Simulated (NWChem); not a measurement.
Molecule: pyrrole (C$_{4}$H$_{5}$N); SMILES c1cc[nH]c1

Program: NWChem. Pople sets run with spherical d functions. Coordinates come from a PBE0/def2-SVP optimisation. Level: M06-2X/6-31G* with SMD (1 M gas to 1 M solution), gas-phase geometry.

Problem. Predict the results for solvent benzene. Quantities: solvation free energy (kcal/mol); cavity-dispersion-structure term (kcal/mol); dipole in solution (D).

Solution. 
- solvation free energy (kcal/mol): -6.4
- cavity-dispersion-structure term (kcal/mol): -2.3
- dipole in solution (D): 2.35
